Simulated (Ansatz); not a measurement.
**CH3B (triplet): from Hartree-Fock to the top rungs at distance B1–C2 = 1.511 Å, cc-pVDZ**

The task here is to estimate one member of a computed series from the others.

Method: cc-pVDZ, core rule «outside noble gas», up to 2 orbitals frozen; program: Ansatz 0.2.0, Gaussian basis.

Plan: UHF; CCSD(T) on ROHF; CCSD(T) on UHF; BCCD(T) on ROHF; CISD; CCSDT(Q) on ROHF; CCSDT(Q) on UHF; CASSCF and MRCISD+Q, 4 electrons in 4 orbitals; CASSCF and NEVPT2, 4 electrons in 4 orbitals.

21 further runs of the same task are left out: 18 that didn't finish, 3 set aside as unsound or not needed.

## The geometry

The geometry derives from a PBE0/def2-TZVP stationary point (not a proven minimum). One bond is set to the value named and the two fragments are kept rigid.

5 atoms, charge 0, spin multiplicity 3.

Atoms are counted from 1 here; the program's logs count them from 0.

Bond lengths: B1–C2 1.511 Å, B1–H3 1.194 Å, C2–H4 1.092 Å, C2–H5 1.087 Å. Angles: C2–B1–H3 128.3°, B1–C2–H4 123.5°, B1–C2–H5 123.0°, H4–C2–H5 113.6°.

Geometry (Å):

```
B     0.0000   -0.1667    0.8218
C     0.0000    0.0690   -0.6707
H     0.0000    0.6438    1.6981
H     0.0000    1.0623   -1.1234
H     0.0000   -0.7400   -1.3974
```

Set-up of the first run:

The input, in.yaml:

```yaml
crystal:
  periodic: [false, false, false]
  atoms:
    - {symbol: B, position_ang: [0.000000, -0.166725, 0.821814]}
    - {symbol: C, position_ang: [0.000000, 0.069000, -0.670687]}
    - {symbol: H, position_ang: [0.000000, 0.643783, 1.698084]}
    - {symbol: H, position_ang: [0.000000, 1.062299, -1.123373]}
    - {symbol: H, position_ang: [0.000000, -0.740028, -1.397397]}
basis:
  gaussian: {orbitals: cc-pVDZ}
magnetization: {spin_polarized: true, initial_magnetization: 2}
hamiltonian: {xc: hf}
output: {orbitals: {seedname: orbitals}}
```

Launch:

```sh
$ ansatz run in.yaml --threads 1 --pin off --events-out ev --progress --plain --max-ram 2393MiB
```

Among the steps run: UHF; CCSD(T) on ROHF; CCSD(T) on UHF; BCCD(T) on ROHF; CISD; CCSDT(Q) on ROHF; CCSDT(Q) on UHF; CASSCF and MRCISD+Q, 4 electrons in 4 orbitals; CASSCF and NEVPT2, 4 electrons in 4 orbitals.

One of the session's tables, all rows but one given; the rest of the session is left out.

```
     method  from UCCSDT(Q) (kJ/mol)
       ROHF                   +569.7
        UHF                   +561.4
       RMP2                    +99.8
       UMP2                   +100.6
       CISD                    +47.3
      RCCSD                    +15.6
      UCCSD                        ?
   RCCSD(T)                     +2.8
   UCCSD(T)                     +2.7
    BCCD(T)                     +2.8
     RCCSDT                     +0.6
     UCCSDT                     +0.6
  RCCSDT(Q)                     +0.1
  UCCSDT(Q)                        0
CASSCF pair                   +527.8
NEVPT2 pair                   +103.5
```

**Question.** Estimate the row for UCCSD.

**Answer.** from UCCSDT(Q) (kJ/mol): +15.4. In the column «from UCCSDT(Q) (kJ/mol)» it lies between BCCD(T) (+2.8) and RCCSD (+15.6).

Not comparable, so not listed: CASSCF and MRCISD+Q, 4 electrons in 4 orbitals (they don't share determinant, frozen orbitals or solution with the rows shown, or repeat one).

Limits of these values: Restricted and unrestricted rows rest on different reference determinants; where their highest levels disagree by more than a few hundredths of an eV, they describe different states and don't form one ladder. Warnings in the runs' records: passed over end.
